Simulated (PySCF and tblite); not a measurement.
# 1,3-difluoropropane, C3H6F2, numbered as in [F:1][CH2:2][CH2:3][CH2:4][F:5]: conformational analysis

Search: ETKDG and KDG, MMFF94s, GFN2-xTB, 90 starts; geometries at PBE0-D3(BJ)/def2-SVP. Weights use PBE0-D3(BJ)/def2-TZVP energies plus GFN2-xTB zero-point and thermal terms (modes under about 100 cm⁻¹ blended into free rotors). Symmetry numbers and mirror images are counted. Conformers within 3 kcal/mol (GFN2-xTB free energy) were kept, 8 at most. GIAO shieldings: PBE0/pcSseg-2. Couplings: B3LYP/pcJ-1 (gas phase; spin-dipole term only for pairs with B, N, F, Si or P). Couplings are for ¹³C, ¹⁹F, ¹H; a prime marks the second kind of pair between the same two sets of atoms. Shifts are against TMS (¹H), TMS (¹³C), CFCl3 (¹⁹F) at the same level. Programs: PySCF with density fitting and tblite.

Torsions listed: F1–C2–C3–C4, C2–C3–C4–F5. Of a mirror pair one member is shown.

```csv
conformer,shape,symmetry,E(GFN2) kcal/mol,E(DFT) kcal/mol,G(298.15 K) kcal/mol,weight %,dipole D
1,"-61°, -61°",C2 (pair),0.00,0.00,0.00,61.5,2.07
2,"-60°, 179°",C1 (pair),0.01,0.84,0.32,35.6,1.91
3,"180°, 180°",C2v,0.96,1.94,2.09,1.8,1.71
4,"66°, -67°",Cs,2.72,2.52,2.37,1.1,3.33
```

Weights (%) against temperature:

| T (K) | 1 | 2 | 3 | 4 | S(mix) cal/mol/K |
| --- | --- | --- | --- | --- | --- |
| 250 | 68.2 | 30.1 | 1.1 | 0.6 | 2.75 |
| 273.15 | 64.8 | 33.0 | 1.4 | 0.8 | 2.83 |
| 298.15 | 61.5 | 35.6 | 1.8 | 1.1 | 2.91 |
| 323.15 | 58.6 | 37.8 | 2.2 | 1.5 | 2.97 |
| 373.15 | 53.7 | 41.2 | 3.0 | 2.2 | 3.07 |

Averaged shifts at 298.15 K. ¹H: 4.49 (H2/H4, 4H), 1.83 (H3, 2H) ppm. ¹³C: 82.1 (C2/C4), 36.0 (C3) ppm. ¹⁹F: -248.2 (F1/F5) ppm.

Averaged couplings (Hz): ¹J(F1,C2) -233.8, ²J(F1,C3) 19.2, ³J(F1,C4) 5.4, ²J(F1,H2) 54.1, ³J(F1,H3) 23.0, ⁴J(F1,H4) 0.8, ¹J(C2,C3) 40.0, ¹J(C2,H2) 154.8, ²J(C2,H3) -2.5, ³J(C2,H4) 5.2, ²J(H2,C3) -1.0, ¹J(C3,H3) 131.4, ²J(H2,H2) -10.5, ³J(H2,H3) 7.7, ³J(H2,H3′) 5.5, ⁴J(H2,H4) -0.6, ²J(H3,H3) -15.8. Computed couplings to fluorine can be off by tens of per cent at such levels.

Coordinates of conformer 1 (Å):

```xyz
11

F     1.560   -0.706   -1.008
C     1.154    0.424   -0.335
C     0.043    0.079    0.629
C    -1.180   -0.473   -0.067
F    -1.689    0.465   -0.935
H     0.801    1.160   -1.076
H     2.023    0.846    0.197
H     0.404   -0.665    1.359
H    -0.232    0.984    1.195
H    -0.914   -1.373   -0.646
H    -1.964   -0.739    0.662
```

Coordinates of conformer 2 (Å):

```xyz
11

F    -1.620    1.175    0.054
C    -1.254   -0.098   -0.318
C     0.040   -0.489    0.353
C     1.190    0.425   -0.006
F     2.328    0.033    0.652
H    -1.153   -0.116   -1.419
H    -2.064   -0.790   -0.038
H    -0.095   -0.479    1.447
H     0.291   -1.524    0.068
H     1.386    0.400   -1.094
H     0.955    1.465    0.275
```

Unscaled ¹⁹F shifts at such levels can be off by tens of ppm; differences between conformers or isomers are more reliable. Shifts are unscaled: against experiment ¹³C can be off by 15 ppm or more and ¹H by 0.8 ppm.

Search and properties took 3.8 min on 1 thread of Arm Neoverse V2 (shared host) (rough), launched as `OMP_NUM_THREADS=1 python ens_run.py task.json out`.
